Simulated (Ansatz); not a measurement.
# BHO (singlet): density functionals in def2-QZVPP

What do functionals of several rungs give for BHO (singlet)?

Computed with Ansatz 0.2.0, Gaussian basis. Level: def2-QZVPP, all electrons in the functionals, frozen cores in the correlation of double hybrids and RPA.

To be run: PBE, BLYP, r2SCAN, B97M-V, PBE0, B3LYP, wB97M-V, B2PLYP.

2 further runs of the same task are left out: 2 set aside as unsound or not needed.

## (1) The geometry

The geometry is a PBE0/def2-TZVP stationary point (not a proven minimum).

3 atoms, charge 0, spin multiplicity 1.

Atoms are counted from 1 here; the program's logs count them from 0.

Bond lengths: B1–O2 1.198 Å, B1–H3 1.173 Å. Angles: O2–B1–H3 180.0°.

No dispersion term is added; B97M-V, wB97M-V hold VV10 nonlocal correlation. B3LYP takes the VWN-RPA correlation.

## (2) PBE (restricted)

File in.yaml:

```yaml
crystal:
  periodic: [false, false, false]
  atoms:
    - {symbol: B, position_ang: [0.000000, 0.000000, 0.008418]}
    - {symbol: O, position_ang: [0.000000, 0.000000, -1.189543]}
    - {symbol: H, position_ang: [0.000000, 0.000000, 1.181125]}
basis:
  gaussian: {orbitals: "def2-QZVPP.json"}
hamiltonian: {xc: {name: PBE}}
output: {orbitals: {seedname: orbitals}}
```

On the command line:

```sh
$ ansatz run in.yaml --threads 1 --pin off --events-out ev --progress --plain --max-ram 2393MiB
```

Log:

```text
Functional definition: PBE
  name "PBE"
  cite "Perdew, Burke & Ernzerhof, Phys. Rev. Lett. 77, 3865 (1996) doi:10.1103/PhysRevLett.77.3865"
  parent pbe
  parameter kappa = 0.804
  parameter beta = 0.06672455060314922
  exchange = pbe_x(kappa = kappa, mu = beta*pi^2/3)
  correlation = pbe_c(beta = beta)
437 factors; their error is unknown
mean field evaluation 1: about -2732.1689 eV, gradient 6.2e1 eV
mean field evaluation 2: about -2672.4505 eV, gradient 1.7e2 eV
mean field evaluation 4: about -2738.3242 eV, gradient 7.6e0 eV
mean field evaluation 8: about -2738.4429 eV, gradient 1.3e-1 eV
mean field -2738.44286819 eV, -100.6359192227 hartree, gradient 8.8e-5 eV, S^2 0.000000; 0 other end points of the search recorded, 0 dependent functions left out
reference -2738.44290581 eV, -100.6359206051 hartree; 7, 7 occupied and 137, 137 virtual orbitals, 437 factors
Total energy: -2738.44290581 eV, -100.6359206051 hartree
```

Run time: 0.75 s. Hardware: 1 thread of Arm Neoverse V2, shared host.

## (3) BLYP (restricted)

in.yaml: that of step 2 with these lines changed.

```diff
@@ -8,3 +8,2 @@
   gaussian: {orbitals: "def2-QZVPP.json"}
-hamiltonian: {xc: {name: PBE}}
-output: {orbitals: {seedname: orbitals}}
+hamiltonian: {xc: {name: BLYP}}
```

The command is unchanged.

Log:

```text
Functional definition: BLYP
  name "BLYP"
  cite "Becke, Phys. Rev. A 38, 3098 (1988) doi:10.1103/PhysRevA.38.3098"
  cite "Lee, Yang & Parr, Phys. Rev. B 37, 785 (1988) doi:10.1103/PhysRevB.37.785"
  parameter beta = 0.0042
  parameter a = 0.04918
  parameter b = 0.132
  parameter c = 0.2533
  parameter d = 0.349
  exchange = b88_x(beta = beta)
  correlation = lyp_c(a = a, b = b, c = c, d = d)
437 factors; their error is unknown
mean field evaluation 1: about -2734.4443 eV, gradient 6.5e1 eV
mean field evaluation 2: about -2667.1781 eV, gradient 1.7e2 eV
mean field evaluation 4: about -2741.2437 eV, gradient 8.7e0 eV
mean field evaluation 8: about -2741.4096 eV, gradient 1.3e-1 eV
mean field evaluation 16: about -2741.4096 eV, gradient 9.0e-6 eV
mean field -2741.40961320 eV, -100.7449450910 hartree, gradient 9.0e-6 eV, S^2 0.000000; 0 other end points of the search recorded, 0 dependent functions left out
reference -2741.40987552 eV, -100.7449547309 hartree; 7, 7 occupied and 137, 137 virtual orbitals, 437 factors
Total energy: -2741.40987552 eV, -100.7449547309 hartree
```

It took 0.96 s on 1 thread of Arm Neoverse V2, shared host.

## (4) r2SCAN (restricted)

in.yaml: that of step 3 with these lines changed.

```diff
@@ -8,2 +8,2 @@
   gaussian: {orbitals: "def2-QZVPP.json"}
-hamiltonian: {xc: {name: BLYP}}
+hamiltonian: {xc: {name: r2SCAN}}
```

Launched as before.

Log:

```text
Functional definition: r2SCAN
  name "r2SCAN"
  cite "Furness, Kaplan, Ning, Perdew & Sun, J. Phys. Chem. Lett. 11, 8208 (2020) doi:10.1021/acs.jpclett.0c02405"
  cite "Furness, Kaplan, Ning, Perdew & Sun, J. Phys. Chem. Lett. 11, 9248 (2020) doi:10.1021/acs.jpclett.0c03077"
  parent r2scan
  parameter k0 = 0.174
  parameter k1 = 0.065
  parameter a1 = 4.9479
  exchange = r2scan_x(k0 = k0, k1 = k1, a1 = a1)
  correlation = r2scan_c
437 factors; their error is unknown
mean field evaluation 1: about -2734.6193 eV, gradient 5.8e1 eV
mean field evaluation 2: about -2690.6972 eV, gradient 1.5e2 eV
mean field evaluation 4: about -2740.1335 eV, gradient 4.9e0 eV
mean field evaluation 8: about -2740.1794 eV, gradient 1.6e-1 eV
mean field evaluation 16: about -2740.1794 eV, gradient 2.8e-6 eV
mean field -2740.17943626 eV, -100.6997369223 hartree, gradient 2.8e-6 eV, S^2 0.000000; 0 other end points of the search recorded, 0 dependent functions left out
reference -2740.17944772 eV, -100.6997373434 hartree; 7, 7 occupied and 137, 137 virtual orbitals, 437 factors
Total energy: -2740.17944772 eV, -100.6997373434 hartree
```

Run time: 1.5 s. Hardware: 1 thread of Arm Neoverse V2, shared host.

## (5) B97M-V (restricted)

in.yaml: that of step 4 with these lines changed.

```diff
@@ -8,2 +8,2 @@
   gaussian: {orbitals: "def2-QZVPP.json"}
-hamiltonian: {xc: {name: r2SCAN}}
+hamiltonian: {xc: {name: B97M-V}}
```

Same command.

Log (excerpt; [...] marks lines left out):

```text
Functional definition: B97M-V
  name "B97M-V"
  cite "Mardirossian & Head-Gordon, J. Chem. Phys. 142, 074111 (2015) doi:10.1063/1.4907719"
  cite "Becke, J. Chem. Phys. 107, 8554 (1997) doi:10.1063/1.475007"
  cite "Vydrov & Van Voorhis, J. Chem. Phys. 133, 244103 (2010) doi:10.1063/1.3521275"
  # Of w^i u^j: cxij and so on, Table III.
[...]
  gx(w, u) = cx00 + cx01*u + cx02*u^2 + (cx10 + cx11*u)*w
  gss(w, u) = css00 + css02*u^2 + css10*w + (css32*w^3 + css42*w^4)*u^2
  gos(w, u) = cos00 + cos01*u + cos03*u^3 + cos10*w + cos32*w^3*u^2
[...]
      + integral(e_c_pw_mod_opposite_spin*gos(b97_w_opposite, b97_u_opposite)) + vv10(b, c)
437 factors; their error is unknown
[...]
mean field -2741.34069794 eV, -100.7424125017 hartree, gradient 2.5e-5 eV, S^2 0.000000; 0 other end points of the search recorded, 0 dependent functions left out
reference -2741.34075135 eV, -100.7424144645 hartree; 7, 7 occupied and 137, 137 virtual orbitals, 437 factors
Total energy: -2741.34075135 eV, -100.7424144645 hartree
```

Wall time 3.7 s (1 thread of Arm Neoverse V2, shared host).

## (6) PBE0 (restricted)

in.yaml: that of step 5 with these lines changed.

```diff
@@ -8,2 +8,3 @@
   gaussian: {orbitals: "def2-QZVPP.json"}
-hamiltonian: {xc: {name: B97M-V}}
+hamiltonian: {xc: {name: PBE0}}
+output: {orbitals: {seedname: orbitals}}
```

Launched as before.

Log:

```text
Functional definition: PBE0
  name "PBE0"
  cite "Adamo & Barone, J. Chem. Phys. 110, 6158 (1999) doi:10.1063/1.478522"
  cite "Perdew, Burke & Ernzerhof, Phys. Rev. Lett. 77, 3865 (1996) doi:10.1103/PhysRevLett.77.3865"
  parent pbe
  parameter a = 0.25
  parameter kappa = 0.804
  parameter beta = 0.06672455060314922
  exchange = (1 - a)*pbe_x(kappa = kappa, mu = beta*pi^2/3) + a*exact_x
  correlation = pbe_c(beta = beta)
437 factors; their error is unknown
mean field evaluation 1: about -2733.3027 eV, gradient 5.5e1 eV
mean field evaluation 2: about -2707.1795 eV, gradient 1.2e2 eV
mean field evaluation 4: about -2738.4061 eV, gradient 2.7e0 eV
mean field evaluation 8: about -2738.4213 eV, gradient 2.2e-2 eV
mean field -2738.42127750 eV, -100.6351257793 hartree, gradient 4.4e-5 eV, S^2 0.000000; 0 other end points of the search recorded, 0 dependent functions left out
reference -2738.42130473 eV, -100.6351267803 hartree; 7, 7 occupied and 137, 137 virtual orbitals, 437 factors
Total energy: -2738.42130473 eV, -100.6351267803 hartree
```

It took 1.4 s on 1 thread of Arm Neoverse V2, shared host.

## (7) B3LYP (restricted)

in.yaml: that of step 6 with these lines changed.

```diff
@@ -8,3 +8,2 @@
   gaussian: {orbitals: "def2-QZVPP.json"}
-hamiltonian: {xc: {name: PBE0}}
-output: {orbitals: {seedname: orbitals}}
+hamiltonian: {xc: {name: B3LYP}}
```

Same command.

Log:

```text
Functional definition: B3LYP
  name "B3LYP"
  cite "Stephens, Devlin, Chabalowski & Frisch, J. Phys. Chem. 98, 11623 (1994) doi:10.1021/j100096a001"
  cite "Becke, Phys. Rev. A 38, 3098 (1988) doi:10.1103/PhysRevA.38.3098"
  cite "Lee, Yang & Parr, Phys. Rev. B 37, 785 (1988) doi:10.1103/PhysRevB.37.785"
  cite "Vosko, Wilk & Nusair, Can. J. Phys. 58, 1200 (1980) doi:10.1139/p80-159"
  parameter a0 = 0.2
  parameter ax = 0.72
  parameter ac = 0.81
  exchange = (1 - a0 - ax)*slater_x + ax*b88_x + a0*exact_x
  correlation = (1 - ac)*vwn_rpa_c + ac*lyp_c
437 factors; their error is unknown
mean field evaluation 1: about -2736.1446 eV, gradient 5.9e1 eV
mean field evaluation 2: about -2700.7366 eV, gradient 1.4e2 eV
mean field evaluation 4: about -2741.9307 eV, gradient 3.6e0 eV
mean field evaluation 8: about -2741.9580 eV, gradient 1.7e-2 eV
mean field -2741.95863843 eV, -100.7651213961 hartree, gradient 5.4e-5 eV, S^2 0.000000; 0 other end points of the search recorded, 0 dependent functions left out
reference -2741.95883332 eV, -100.7651285581 hartree; 7, 7 occupied and 137, 137 virtual orbitals, 437 factors
Total energy: -2741.95883332 eV, -100.7651285581 hartree
```

It took 1.3 s on 1 thread of Arm Neoverse V2, shared host.

## (8) wB97M-V (restricted)

in.yaml: that of step 7 with these lines changed.

```diff
@@ -8,2 +8,3 @@
   gaussian: {orbitals: "def2-QZVPP.json"}
-hamiltonian: {xc: {name: B3LYP}}
+hamiltonian: {xc: {name: wB97M-V}}
+output: {orbitals: {seedname: orbitals}}
```

The command is unchanged.

Log (excerpt; [...] marks lines left out):

```text
Functional definition: wB97M-V
  name "wB97M-V"
  cite "Mardirossian & Head-Gordon, J. Chem. Phys. 144, 214110 (2016) doi:10.1063/1.4952647"
  cite "Becke, J. Chem. Phys. 107, 8554 (1997) doi:10.1063/1.475007"
  cite "Vydrov & Van Voorhis, J. Chem. Phys. 133, 244103 (2010) doi:10.1063/1.3521275"
  # Of w^i u^j: cxij and so on, Table III.
[...]
  gx(w, u) = 1 - cx + cx01*u + cx10*w
  gss(w, u) = css00 + css04*u^4 + css10*w + css20*w^2 + css43*w^4*u^3
  gos(w, u) = cos00 + cos10*w + (cos20 + cos21*u)*w^2 + (cos60 + cos61*u)*w^6
[...]
      + integral(e_c_pw_mod_opposite_spin*gos(b97_w_opposite, b97_u_opposite)) + vv10(b, c)
437 factors; their error is unknown
127 factors; integrals over basis functions are off by at most 2.0e-5 eV
[...]
mean field -2740.86424343 eV, -100.7249031216 hartree, gradient 3.6e-5 eV, S^2 0.000000; 0 other end points of the search recorded, 0 dependent functions left out
reference -2740.86428842 eV, -100.7249047749 hartree; 7, 7 occupied and 137, 137 virtual orbitals, 437 factors
Total energy: -2740.86428842 eV, -100.7249047749 hartree
```

It took 2.9 s on 1 thread of Arm Neoverse V2, shared host.

## (9) B2PLYP (restricted)

in.yaml: that of step 8 with these lines changed.

```diff
@@ -8,3 +8,3 @@
   gaussian: {orbitals: "def2-QZVPP.json"}
-hamiltonian: {xc: {name: wB97M-V}}
-output: {orbitals: {seedname: orbitals}}
+hamiltonian: {xc: {name: B2PLYP}}
+correlation: {electrons: outside_noble_gas}
```

The command is unchanged.

Log (excerpt; [...] marks lines left out):

```text
Functional definition: B2PLYP
  name "B2PLYP"
  cite "Grimme, J. Chem. Phys. 124, 034108 (2006) doi:10.1063/1.2148954"
  cite "Becke, Phys. Rev. A 38, 3098 (1988) doi:10.1103/PhysRevA.38.3098"
  cite "Lee, Yang & Parr, Phys. Rev. B 37, 785 (1988) doi:10.1103/PhysRevB.37.785"
[...]
890 factors; integrals over basis functions are off by at most 1.2e-3 eV
[...]
mean field -2736.89344921 eV, -100.5789791254 hartree, gradient 5.1e-6 eV, S^2 0.000000; 0 other end points of the search recorded, 0 dependent functions left out
2 core orbitals not correlated: weight in the atoms' cores, before any rotation towards them, 1.000 or more for the frozen orbitals, at most 0.000 for the correlated occupied ones
reference -2736.89357056 eV, -100.5789835851 hartree; 5, 5 occupied and 137, 137 virtual orbitals, 890 factors
second order -11.75921844 eV of doubles, -0.00000000 eV of singles
Total energy: -2740.06855954 eV, -100.6956622780 hartree
```

Run time: 2.2 s. Hardware: 1 thread of Arm Neoverse V2, shared host.

## (10) Side by side

```
functional  energy (eV)   ⟨S²⟩    time
       PBE   -2738.4429  0.000  0.75 s
      BLYP   -2741.4099  0.000  0.96 s
    r2SCAN   -2740.1794  0.000   1.5 s
    B97M-V   -2741.3408  0.000   3.7 s
      PBE0   -2738.4213  0.000   1.4 s
     B3LYP   -2741.9588  0.000   1.3 s
   wB97M-V   -2740.8643  0.000   2.9 s
    B2PLYP   -2740.0686  0.000   2.2 s
```

Orbital levels of the runs that wrote orbitals: PBE HOMO -8.93, LUMO -1.08 eV; PBE0 HOMO -10.44, LUMO -0.14 eV; wB97M-V HOMO -12.90, LUMO 1.42 eV.

## (11) Results

| quantity | value |
| --- | --- |
| spread of total energies | 3.5 eV |
| quickest, slowest | PBE 0.75 s, B97M-V 3.7 s |

Total energies of different functionals can't be ranked; only differences within one functional count.
